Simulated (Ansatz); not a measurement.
A rate constant, worked out

An elementary step of CH3F2 (charge -1), closed shell ([CH₃F ([CH3][F]) + F]⁻ → [CH₃F ([CH3][F]) + F]⁻; F–C broken or loosened, C–F formed or tightened). The start structure is the reactant molecule, and the electronic barrier above it is 0.572 eV by CCSD(T) at an estimated basis limit (MP2 extrapolated from triple and quadruple zeta, plus CCSD(T) − MP2 in triple zeta). Ansatz 0.2.0; basis: def2-TZVPPD and def2-QZVPPD; cores frozen in the correlated methods. Extrapolation: Hartree–Fock as exp(−7.88 √X), correlation as X^−2.97. Harmonic wavenumbers at PBE0-D4/def2-TZVPD (Ansatz 0.2.0), in cm⁻¹:

Start: 112, 112, 170, 913, 1110, 1110, 1361, 1459, 1459, 3111, 3217, 3217.

Saddle: 521i, 343, 343, 367, 1103, 1104, 1236, 1381, 1381, 3162, 3353, 3353.

(1) Work out the transition-state-theory rate constant at 600 K from these numbers alone (harmonic vibrations; rotation, path degeneracy and anharmonicity left out), and the Wigner tunnelling factor. Use 1 cm⁻¹ = 1.2398 × 10⁻⁴ eV and k_B = 8.617 × 10⁻⁵ eV/K.

No T1 diagnostic of these runs exceeds 0.020.

Results:

(1) Zero-point energies, half the sums: start 17351/2 cm⁻¹ = 1.0756 eV; saddle, real modes only, 17126/2 cm⁻¹ = 1.0617 eV.
Barrier with zero-point energy: 0.572 + 1.0617 − 1.0756 = 0.5581 eV.
k_BT = 0.05170 eV, so the barrier is 10.79 k_BT.
Vibrational partition functions from the zero-point level, ln q = −Σ ln(1 − exp(−hν/k_BT)): start 4.352, saddle 1.969.
k = (k_BT/h) exp(ln q‡ − ln q) exp(−E0/k_BT), with log₁₀(k_BT/h in s⁻¹) = 13.10: log₁₀ k = 13.10 + (-2.383 − 10.79)/2.3026 = 7.38, so k ≈ 2 × 10^(7) s⁻¹.
Wigner factor: 1 + (hν‡/k_BT)²/24 = 1 + (1.25)²/24 = 1.07. A change of 1 kcal/mol (0.043 eV) in the barrier would change k by a factor of 2.3 at this temperature.

Labels in which every atom is bracketed show which atoms are joined, not bond orders.

For scale, one of the runs: CCSD(T)/def2-TZVPPD, 168 basis functions, launched by `ansatz run in.yaml --threads 2 --pin off --events-out ev --progress --plain --max-ram 4352MiB`. Time: 23 s of wall clock on 2 CPU threads of an Arm Neoverse N1; the host was shared. Peak host memory: 1.1 GiB.
